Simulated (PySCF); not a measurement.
**Working out the electron affinity of O**

O⁻ [He] 2s2 2p5 (2P) → O [He] 2s2 2p4 (3P). All numbers are calculated (PySCF 2.14, the non-relativistic Hamiltonian (point nucleus), in aug-cc-pwCVTZ (7s6p4d2f, 59 functions)). Frozen: nothing. Energies in hartree (1 hartree = 27.21139 eV):

```
             part  O⁻ (lower)   O (upper)
              UHF  -74.792314  -74.813062
MP2 opposite-spin   -0.212931   -0.158229
    MP2 same-spin   -0.062216   -0.043814
```

Q: What does Hartree-Fock give?

A: (-74.813062) − (-74.792314) = -0.020748 hartree = -0.565 eV.

Q: What do MP2 and SCS-MP2 (6/5 opposite-spin, 1/3 same-spin) give?

A: The opposite-spin parts differ by 1.489 eV and the same-spin parts by 0.501 eV. MP2: -0.565 + (1.489) + (0.501) = 1.425 eV. SCS-MP2: -0.565 + 1.2 × (1.489) + (0.501)/3 = 1.389 eV.

A first-order spin-orbit estimate adds -0.001 eV to MP2 (valence and next inner shell), giving 1.424 eV against 1.461 eV (measured; photodetachment measurements, as compiled on the Wikipedia data page of electron affinities).

What remains against the reference includes basis incompleteness and correlation beyond second order.
